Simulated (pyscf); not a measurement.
Optimised with ωB97X-D3(BJ)/def2-SVP in PySCF.

SMILES: [O]=[Cr](=[O])([Cl])[Cl]
```xyz
5

O      1.6711    -0.5277    -1.0354
Cr     0.3407    -0.0387    -0.4935
O      0.0911     1.3624    -1.0200
Cl    -1.1933    -1.3153    -1.1811
Cl     0.4387     0.0255     1.6141
```

**Question.** How much does it cost (ΔH, 298 K, ωB97M-D3(BJ)/def2-TZVP) to split O=Cr(=O)(Cl)–Cl at its Cl–Cr bond into [O=Cr(=O)–Cl]• + Cl•?

**Answer.** Cl–Cr to [O=Cr(=O)–Cl]• + Cl•: 258.0 kJ/mol. The 7 functionals that were run give +215.7 (M06-2X) to +338.4 kJ/mol (PBE). The radicals are drawn with the spin at the cut bond; how far it spreads was not checked. Other isomers of [O=Cr(=O)–Cl]• were not searched in full and may lie lower. Left out: the spin-orbit lowering of Cl. Open-shell species with a d-block atom are single-reference here; other states, and whether the spin sits on metal or ligand, were not checked.
